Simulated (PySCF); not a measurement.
## Reproducing measurements on chloroethane

**What was measured.**

From NIST CCCBDB Release 22 (SRD 101), experimental polarizabilities, for the gas: mean polarisability 6.59 Å³.

How close the calculation comes is told at the end.

Species: chloroethane, C2H5Cl.
SMILES with atom numbers: `[CH3:1][CH2:2][Cl:3]` (hydrogens: H4, H5, H6 on C1; H7, H8 on C2)

Cartesian coordinates in Å at the GFN2-xTB level; atoms count from 1:
```
atom  x, y, z in Å
C1    -0.797    0.041   -0.042
C2     0.699   -0.191   -0.016
Cl3    1.559    1.295    0.484
H4    -1.156    0.329    0.942
H5    -1.051    0.829   -0.748
H6    -1.298   -0.876   -0.345
H7     1.081   -0.454   -1.002
H8     0.972   -0.964    0.702
```

Runs made with PySCF (gas phase, on this GFN2-xTB geometry; no spin–orbit coupling):

| level | job | basis functions | wall time |
| --- | --- | --- | --- |
| CAM-B3LYP/def2-SVPD | 8 singlets by full TDDFT, 3 Tamm–Dancoff triplets, polarisability | 107 | 8.1 s |

Hardware: Arm Neoverse V2, one thread, on a shared host.

## Comparison

**Mean polarisability.** Measured: 6.59 Å³ (NIST CCCBDB Release 22 (SRD 101), experimental polarizabilities).

```csv
level,computed (Å³),computed − measured (Å³),% (from the printed values)
CAM-B3LYP/def2-SVPD,6.07,-0.52,-8
```

The computed values are static and purely electronic, with core orbitals frozen in the response (1 au = 0.148185 Å³). The table of measured values doesn't say here whether a value is static or optical, or holds a vibrational part.

The geometry is computed, not the measured one. Where a level misses, the cause wasn't examined.
